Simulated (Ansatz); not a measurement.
# C2H4Si (SMILES CC#[SiH]): functionals against CCSD(T) at one geometry

An exercise on one series of results from a longer session: the logs are not shown, and one member is left open.

The runs use Ansatz 0.2.0, Gaussian basis; single points in def2-TZVPP.

Cores are frozen in the correlated methods. B3LYP uses VWN-RPA correlation.

## The system as given

SMILES `CC#[SiH]`, 7 atoms, charge 0, spin multiplicity 1.

Atoms are counted from 1 here; the program's logs count them from 0.

Bond lengths: C1–C2 1.535 Å, C1–H4 1.109 Å, C1–H5 1.092 Å, C1–H6 1.151 Å, C2–Si3 1.731 Å, Si3–H7 1.487 Å. Angles: C2–C1–H4 107.3°, C2–C1–H5 112.8°, C2–C1–H6 111.9°, H4–C1–H5 109.4°, H4–C1–H6 107.7°, H5–C1–H6 107.5°, C1–C2–Si3 133.3°, C2–Si3–H7 166.0°.

Geometry (Å):

```mol
C2H4Si
  3D, bonds by distance, orders not assigned

  7  6  0  0  0  0  0  0  0  0999 V2000
   -0.7551    0.7501   -0.3119 C   0  0
   -0.0977   -0.6367   -0.2791 C   0  0
    1.3026   -1.2690    0.5192 Si  0  0
   -1.6255    0.6871   -0.9966 H   0  0
   -0.0766    1.5331   -0.6582 H   0  0
   -1.1470    1.0641    0.7240 H   0  0
    2.4137   -2.1153    1.0286 H   0  0
  1  2  8  0
  1  4  8  0
  1  5  8  0
  1  6  8  0
  2  3  8  0
  3  7  8  0
M  END
```

Set-up of the first run:

run/in.yaml reads:

```yaml
crystal:
  periodic: [false, false, false]
  atoms:
    - {symbol: C, position_ang: [-0.755100, 0.750100, -0.311900]}
    - {symbol: C, position_ang: [-0.097700, -0.636700, -0.279100]}
    - {symbol: Si, position_ang: [1.302600, -1.269000, 0.519200]}
    - {symbol: H, position_ang: [-1.625500, 0.687100, -0.996600]}
    - {symbol: H, position_ang: [-0.076600, 1.533100, -0.658200]}
    - {symbol: H, position_ang: [-1.147000, 1.064100, 0.724000]}
    - {symbol: H, position_ang: [2.413700, -2.115300, 1.028600]}
basis:
  gaussian: {orbitals: def2-TZVPP}
correlation: {method: ccsd_t}
output: {forces: true}
```

The command line of these runs was not kept.

Steps of the session up to this table: CCSD(T)/def2-TZVPP; PBE0-D4/def2-TZVPP; wB97M-V/def2-TZVPP; r2SCAN-D4/def2-TZVPP; PBE-D4/def2-TZVPP; B3LYP-D4/def2-TZVPP; BHLYP-D4/def2-TZVPP.

One of the session's tables, all rows but one given; the rest of the session is left out.

| method | RMS force component (eV/Å) | angle to CCSD(T) forces (°) | dipole (D) |
| --- | --- | --- | --- |
| CCSD(T) | 0.882 | reference | 1.30 |
| PBE0-D4 | 1.106 | 12.2 | 1.58 |
| wB97M-V | ? | ? | ? |
| r2SCAN-D4 | 1.024 | 10.1 | 1.41 |
| PBE-D4 | 0.935 | 13.6 | 1.35 |
| B3LYP-D4 | 1.054 | 9.5 | 1.55 |
| BHLYP-D4 | 1.243 | 11.8 | 1.81 |

Estimate the missing values for wB97M-V.

As computed: RMS force component (eV/Å): 1.206; angle to CCSD(T) forces (°): 13.1; dipole (D): 1.82. In the column «RMS force component (eV/Å)» it lies between PBE0-D4 (1.106) and BHLYP-D4 (1.243).
